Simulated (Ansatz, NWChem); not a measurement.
# From Ansatz to NWChem

Ansatz 0.2.0 runs this on doublet [CHClF2]+:

job.yaml:
```yaml
crystal:
  periodic: [false, false, false]
  atoms:
    - {symbol: F, position_ang: [0.038900, -0.568100, 1.222300]}
    - {symbol: C, position_ang: [0.109400, 0.023600, 0.028300]}
    - {symbol: F, position_ang: [0.844200, -0.745900, -0.776900]}
    - {symbol: Cl, position_ang: [-1.511000, 0.208900, -0.640800]}
    - {symbol: H, position_ang: [0.568600, 1.007800, 0.125800]}
basis:
  gaussian:
    orbitals: 6-311+G_st__st_-spherical.json
total_charge: 1
accuracy: high
output: {orbitals: {seedname: orbitals}}
hamiltonian:
  xc: {name: B3LYP}
magnetization:
  spin_polarized: true
  initial_magnetization: 1
```

```bash
$ ansatz run job.yaml --threads 1 --pin off --max-ram 3480MiB --events-out events.jsonl --progress --plain --runs-dir runs
```

(Basis files named in the input come from the Basis Set Exchange and aren't shown.)

Geometry: relaxed at PBE0-D4/def2-TZVP. That shape belongs to the parent species and isn't relaxed for this state.

It gives a total energy of -698.227725 Eh.

Task: Translate the job to NWChem 7.3.0 as an input file of the program's own.

Result: This input was run:

work.xyz:
```
5

F      0.038900    -0.568100     1.222300
C      0.109400     0.023600     0.028300
F      0.844200    -0.745900    -0.776900
Cl    -1.511000     0.208900    -0.640800
H      0.568600     1.007800     0.125800
```

work.nw:
```
START work
memory total 2200 mb
charge 1

GEOMETRY noautosym nocenter noautoz
 load work.xyz
END

BASIS "ao basis" spherical bse
 * library 6-311+G**
END

DFT
 xc b3lyp
 mult 2
 grid fine
 convergence energy 1e-08
 iterations 100
 mulliken
END

TASK dft energy
```

```bash
$ nwchem work.nw > work.out
```

Its energy is -698.227725 Eh, 0.000 mEh from the first.
